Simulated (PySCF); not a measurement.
SMILES O=C/C=C(/[O-])F, [C₃H₂FO₂]-, charge -1

Geometry:
| atom | x (Å) | y (Å) | z (Å) |
| --- | --- | --- | --- |
| O1 | -2.166 | -1.019 | 0.172 |
| C2 | -1.230 | -0.216 | 0.068 |
| C3 | 0.143 | -0.517 | 0.034 |
| C4 | 1.177 | 0.420 | -0.087 |
| O5 | 2.377 | 0.284 | -0.132 |
| F6 | 0.719 | 1.744 | -0.171 |
| H7 | -1.465 | 0.869 | -0.008 |
| H8 | 0.451 | -1.555 | 0.102 |

Total charge -1.

Computed, not measured: PySCF, quadratic response CAM-B3LYP/aug-cc-pVTZ first hyperpolarisability, Taylor convention, gas phase. Geometry: PBE0-D3(BJ)/def2-TZVP.

For a gas-phase anion, states above the detachment energy (about 2.8 eV, taken as minus the energy of the highest occupied orbital) lie in the continuum and depend on the basis.

**Question.** Give the tensor of the second harmonic β(−2ω;ω,ω) at 1907 nm in the axes of these coordinates.

**Answer.** In au, Taylor convention; rows are the first index (the induced dipole):
|  | xx | yy | zz | xy | xz | yz |
| --- | --- | --- | --- | --- | --- | --- |
| x | +145.4 | -68.7 | -3.1 | -109.6 | +2.3 | +12.1 |
| y | -105.7 | +13.0 | +38.1 | -68.3 | +11.7 | +7.9 |
| z | +1.9 | +7.9 | -11.2 | +11.9 | -4.6 | +38.2 |

Norm of βᵢ = ⅓ Σⱼ (βᵢⱼⱼ + βⱼᵢⱼ + βⱼⱼᵢ): 92.5 au, hyper-Rayleigh value 88.9 au.
